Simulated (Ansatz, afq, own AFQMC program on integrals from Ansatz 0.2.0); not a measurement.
Two steps: Ansatz 0.2.0 writes the Fock matrix and Cholesky factors of the valence space, and afq projects on them the lowest state that overlaps trial and start.

```yaml
crystal:
  periodic: [false, false, false]
  atoms:
    - {symbol: B, position_ang: [0.000000, 0.000000, 0.000000]}
    - {symbol: Al, position_ang: [0.000000, 0.000000, 2.023407]}
basis:
  gaussian: {orbitals: cc-pVDZ}
magnetization: {spin_polarized: true, initial_magnetization: 2}
correlation: {method: ccsd_t, electrons: outside_noble_gas, hamiltonian_folder: ham}
```

```sh
$ ansatz run in.yaml --threads 1 --pin off --events-out ev --progress --plain --max-ram 16896MiB --backend cuda --devices 0, --max-vram 18GiB
```

Options of the walk:

```
--method phaseless --trial hf --walkers 4000 --populations 20 --least-time 40 --time-step 0.005 --steps-per-block 20 --equilibration-blocks 112 --max-blocks 4000 --target-error 0.0007499999999999999 --factor-cut 1e-05 --start spin_pure --seed 5326 --taylor-order 6
```

Times are imaginary, in 1/Eh. The walk had a cap of 49 s. With eight or more populations the least sampling time is a fifth of least-time, and the error comes from their spread.

Output of the walk:

```
orbitals 26  electrons 4 2  factors 179 of 315
reference energy -266.42494275 Eh
CCSD correlation -0.13584317 Eh in 17 cycles, weight of the determinant in the CISD state 0.7762
energy of the start -266.427999 Eh
 block  time / (1/Eh)  mean weight  energy / Eh
     1     0.100  1.0002  -266.441285
     2     0.200  1.0005  -266.452825
     3     0.300  1.0007  -266.463063
     4     0.400  1.0004  -266.471994
     5     0.500  1.0006  -266.480276
    10     1.000  1.0001  -266.510463
    31     3.100  0.9999  -266.555864
    37     3.700  0.9999  -266.558958
    67     6.700  0.9996  -266.559998
    91     9.100  1.0001  -266.565432
    97     9.700  1.0001  -266.564620
   127    12.700  1.0000  -266.562476
   157    15.700  1.0001  -266.564369
   187    18.700  0.9999  -266.562306
   217    21.700  1.0001  -266.562417
   247    24.700  0.9999  -266.558743
   271    27.100  1.0002  -266.561883
error from the spread of 20 populations
energy -266.561215 +/- 0.000732 Eh
(rows thinned)
```

The run passed its tests (sampling time, drift between the halves within three errors, error under three times the target), which doesn't prove that it has relaxed. The second half of the sampling lies above the first by 1.6 errors of their difference, so the energy may still be moving and its error bar be too small.

Against this walk (error 19.9 meV) on the same determinant: CCSD(T) 236.0 meV lower, CCSDT(Q) 328.6 meV lower, CCSDTQ 328.7 meV lower, full CI 329.9 meV lower, a separate phaseless walk with a CISD trial and standard settings 235.2 ± 20.0 meV lower. The error is statistical and leaves out the bias of the constraint. The determinant has ⟨S²⟩ = 2.15, so the low cluster orders mix in higher spin, while the walk starts as a pure triplet. Full CI is exact here, so the walk's 330 meV above it is the walk's own error: the bias of the constraint with this trial, or a walk that hasn't relaxed. The determinant is a poor start (see the cautions), so the low cluster orders aren't to be relied on, and full CI is the sure value.

Cautions: constraint bias not in the error; lower spins were not checked; an unrestricted solution with more broken spin lies lower (625 meV, ⟨S²⟩ 2.50); strong correlation (T1 0.085, weight of the determinant 0.78, largest double 0.18); (T) is large, 7 % of the CCSD correlation; unrestricted determinant spin contaminated (⟨S²⟩ 2.15 against 2.00).

The walk took 23 s on 1 × NVIDIA H100 80GB HBM3 with 2 threads of AMD EPYC 7R13 Processor (Zen 3), with other jobs on the host (the card was shared). The log's last line is the phaseless energy.

CCSDT and higher add their correlation energy to the determinant of the CCSD(T) run, since their own runs factorise the integrals more tightly (a shift of under 2 meV). A walk keeps the symmetry of its determinant, which the program's search chose and which needn't be the lowest solution, so a lower state of the same spin and another symmetry isn't excluded.
